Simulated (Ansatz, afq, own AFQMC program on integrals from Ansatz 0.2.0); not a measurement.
Integrals from Ansatz 0.2.0, then the random walk in our own AFQMC program (afq).

```yaml
crystal:
  periodic: [false, false, false]
  atoms:
    - {symbol: B, position_ang: [0.000000, 0.000000, 0.000000]}
    - {symbol: O, position_ang: [0.000000, 0.000000, 1.080000]}
basis:
  gaussian: {orbitals: 6-31G}
magnetization: {spin_polarized: true, initial_magnetization: 1}
correlation: {method: ccsd_t, electrons: outside_noble_gas, hamiltonian_folder: ham}
```

```sh
$ ansatz run in.yaml --threads 1 --pin off --events-out ev --progress --plain --max-ram 24576MiB --backend cuda --devices 0, --max-vram 18GiB
```

afq runs on the folder ham with

```
--method free --trial cisd --walkers 4000 --time-step 0.03 --max-blocks 4000 --target-error 0.00036 --factor-cut 1e-05 --seed 6212 --times 0,0.3,0.6,1.2,1.8,2.4,3.6,4.8,6 --taylor-order 8
```

Times are imaginary, in 1/Eh. The walk had a cap of 61 s.

afq prints:

```
orbitals 16  electrons 5 4  factors 97 of 218
reference energy -99.43920175 Eh
CCSD correlation -0.16216062 Eh in 12 cycles, weight of the determinant in the CISD state 0.9254
repeat  energy at the last time / Eh  error
    10  -99.607076  0.000187
    20  -99.607187  0.000139
    30  -99.607094  0.000124
time / (1/Eh)  energy / Eh  error  mean overlap
  0.00  -99.601314  0.000040  1.0803
  0.30  -99.604734  0.000053  1.0798
  0.60  -99.605752  0.000059  1.0816
  1.20  -99.606455  0.000061  1.0864
  1.80  -99.606805  0.000058  1.0890
  2.40  -99.606971  0.000064  1.0932
  3.60  -99.607044  0.000081  1.1016
  4.80  -99.607090  0.000117  1.1054
  6.00  -99.607075  0.000121  1.1166
energy -99.607075 +/- 0.000121 Eh
```

The run passed its tests (error under three times the target), which doesn't prove that it has relaxed.

Against this walk (error 3.3 meV) on the same determinant: CCSD(T) 31.9 meV higher, CCSDT(Q) 1.6 meV lower (within the noise), CCSDTQ 2.0 meV higher (within the noise), full CI 1.6 meV higher (within the noise). The error is statistical, and a free projection of finite length keeps a remainder of its start.

Cautions: remainder of the start not in the error.

The walk took 15 s on 1 × NVIDIA H100 80GB HBM3 with 2 threads of AMD EPYC 7R13 Processor (Zen 3), with other jobs on the host (the card was shared). The log's last line is the free-projection energy.

CCSDT and higher add their correlation energy to the determinant of the CCSD(T) run, since their own runs factorise the integrals more tightly (a shift of under 2 meV). A walk keeps the symmetry of its determinant, which the program's search chose and which needn't be the lowest solution, so a lower state of the same spin and another symmetry isn't excluded.
